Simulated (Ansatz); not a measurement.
We consider rock-salt NaCl, described by G0W0@PBEsol (plane waves, hard PAW, contour deformation; Ansatz, a quantum-chemistry and plane-wave program).

The cell has the measured lattice parameters. Conventional cell: a = 5.6357 Å, b = 5.6357 Å, c = 5.6357 Å, α = 90.00°, β = 90.00°, γ = 90.00°.

The quasiparticle gap at Γ at a fixed k mesh 4×4×4:

| response cutoff | value (eV) |
|---|---|
| 150 eV, 343 empty bands | 7.835 |
| 200 eV, 528 empty bands | 7.900 |
| 250 eV, 738 empty bands | 7.940 |
| 300 eV, 970 empty bands | 7.964 |

Problem. Taking the value to converge with the response cutoff E as E^(−3/2), extrapolate from the last two rows.

Solution. With y = y∞ + c/w and weights w = 3953 and 5196 for the last two rows, y∞ = (w2 y2 − w1 y1)/(w2 − w1) = (5196 × 7.964 − 3953 × 7.940)/1243 = 8.040 eV, which lies 0.076 beyond the last row. Successive pairs of rows give 8.020, 8.041, 8.040. The limit also hangs on the law assumed, so its last digits aren't firm.

The other settings are not extrapolated, so this is the limit in one setting alone.
